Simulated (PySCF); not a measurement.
The scaffold NC-X carries different groups X. Gas-phase values, no solvent. Strings in code marks are SMILES.

Method: PBE-D3(BJ)/def2-TZVP // B3LYP-D3(BJ)/def2-TZVP (PySCF 2.14.0). Excitations are Tamm–Dancoff values on a coarser integration grid. The basis has no diffuse functions, so Rydberg states are missing or too high.

A: X = ethyl (`C(CC)#N`)
B: X = methylamino (`CNC#N`)
C: X = thioformyl (`C(#N)C=S`)
D: X = vinyl

Question: Pick the species with the highest T1 excitation (TDA).

Answer: A (6.49 eV); next is B (5.38 eV).
